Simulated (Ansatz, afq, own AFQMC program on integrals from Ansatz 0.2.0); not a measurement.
**SiH₃⁺, triplet: AFQMC among the cluster methods**

```json
{"atom": "Si", "x (Å)": "0.0000", "y (Å)": "0.1375", "z (Å)": "-0.1599"}
{"atom": "H", "x (Å)": "0.0000", "y (Å)": "-2.4902", "z (Å)": "-1.6732"}
{"atom": "H", "x (Å)": "0.8927", "y (Å)": "-0.6701", "z (Å)": "3.0650"}
{"atom": "H", "x (Å)": "-0.8927", "y (Å)": "-0.6701", "z (Å)": "3.0650"}
```

Basis cc-pVDZ. Only valence electrons are correlated. Ansatz 0.2.0 and our own AFQMC program on the same integrals; the CISD trial comes from CCSD amplitudes, and released means the phaseless constraint is let go. Error bars are statistical, one sigma.

Determinant: ROHF, the one that the program's search chose, which needn't be the lowest solution. The geometry is a point of a scan.

Full CI on the same integrals is exact in this basis and with this determinant's frozen core.

Cautions: lower spins were not checked; a spin-contaminated unrestricted determinant lies lower (UHF 1.40 eV lower, ⟨S²⟩ 2.81); strong correlation (T1 0.034, weight of the determinant 0.80, largest double 0.34); the CCSD(T) amplitudes may be one of several solutions (largest double 0.34); the CCSDT(Q) amplitudes may be one of several solutions (largest double 0.34); the CCSDTQ amplitudes may be one of several solutions (largest double 0.34).

The T1 diagnostic is 0.0339, the weight of the determinant in the CISD state is 0.805 and the size of the correlated space is 6 electrons in 28 orbitals.

Reference: full CI, correlation energy -3.627 eV. The released energy is read at 2.40 1/Eh (meV from the phaseless value at times in 1/Eh: -7 ± 3 at 0.24, -10 ± 3 at 0.51, -18 ± 3 at 0.99, -16 ± 3 at 1.62, -13 ± 4 at 2.40).

```json
{"level": "HF", "E − E(reference) (kJ/mol)": "350.0", "share of correlation (%)": "0.00"}
{"level": "MP2", "E − E(reference) (kJ/mol)": "136.8", "share of correlation (%)": "60.91"}
{"level": "CCSD", "E − E(reference) (kJ/mol)": "4.0", "share of correlation (%)": "98.85"}
{"level": "CCSD(T)", "E − E(reference) (kJ/mol)": "1.1", "share of correlation (%)": "99.69"}
{"level": "CCSDT", "E − E(reference) (kJ/mol)": "0.1", "share of correlation (%)": "99.97"}
{"level": "CCSDT(Q)", "E − E(reference) (kJ/mol)": "0.0", "share of correlation (%)": "99.99"}
{"level": "CCSDTQ", "E − E(reference) (kJ/mol)": "0.0", "share of correlation (%)": "100.00"}
{"level": "ph-AFQMC/CISD", "E − E(reference) (kJ/mol)": "2.5 ± 0.3", "share of correlation (%)": "99.28"}
{"level": "released AFQMC", "E − E(reference) (kJ/mol)": "1.3 ± 0.4", "share of correlation (%)": "99.64"}
```

CCSDT and higher add their correlation energy to the determinant of the CCSD(T) run, since their own runs factorise the integrals more tightly (a shift of under 2 meV). A walk keeps the symmetry of its determinant, which the program's search chose and which needn't be the lowest solution, so a lower state of the same spin and another symmetry isn't excluded. Released energies are given only where the last usable release times agree within the noise; a slower fall can still hide under it.
